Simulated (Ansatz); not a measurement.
Input file:

```yaml
crystal:
  periodic: [false, false, false]
  atoms:
    - {symbol: B, position_ang: [-0.015433, -0.009008, 0.111709]}
    - {symbol: C, position_ang: [-0.016266, -0.025151, -1.348363]}
    - {symbol: H, position_ang: [0.031698, 0.034159, 1.236654]}
basis:
  gaussian: {orbitals: 6-31G, fitting: {mean_field: def2-universal-jkfit}}
magnetization: {spin_polarized: false, initial_magnetization: 2}
correlation: {active_space: {window: {electrons: 8, orbitals: 6}, states: [{multiplicity: 3, weights: [1, 0.5, 0.5]}], root: 0}}
output: {forces: true}
```

```sh
$ ansatz run in.yaml --threads 1 --pin off --events-out ev --progress --plain --max-ram 2393MiB
```

The program prints:

```
168 factors; integrals over basis functions are off by at most 2.8e-2 eV
mean field evaluation 1: about -1711.3875 eV, gradient 1.2e1 eV
mean field evaluation 2: about -1711.9481 eV, gradient 5.2e0 eV
mean field evaluation 4: about -1712.0768 eV, gradient 5.2e-1 eV
mean field evaluation 8: about -1710.9003 eV, gradient 1.1e1 eV
mean field evaluation 16: about -1712.0791 eV, gradient 5.1e-3 eV
mean field evaluation 32: about -1711.9668 eV, gradient 2.2e0 eV
mean field -1712.07914994 eV, -62.9177482715 hartree, gradient 2.5e-6 eV, S^2 2.000000; 8 other end points of the search recorded, 0 dependent functions left out
reference -1712.07914994 eV, -62.9177482715 hartree; 7, 5 occupied and 13, 15 virtual orbitals, 168 factors
state -1712.64851083 eV, -62.9386718980 hartree
state -1712.21986902 eV, -62.9229196022 hartree
state -1711.76863489 eV, -62.9063370537 hartree
the calculation of the forces begins
Total energy: -1712.64851083 eV, -62.9386718980 hartree
Atom 0 at    -0.015433    -0.009008     0.111709 Å, force    -0.242877    -0.209678    -4.601189 eV/Å
Atom 1 at    -0.016266    -0.025151    -1.348363 Å, force     0.086241     0.094092     3.472824 eV/Å
Atom 2 at     0.031698     0.034159     1.236654 Å, force     0.156636     0.115586     1.128365 eV/Å
Dipole moment:    -0.005366    -0.001681     0.174747 e Å
```

Forces (eV/Å):
```
B   -0.243 -0.210 -4.601
C    0.086  0.094  3.473
H    0.157  0.116  1.128
```

Ran on 1 thread of Arm Neoverse V1, shared host: 0.54 s wall, 0.16 GiB peak host memory.
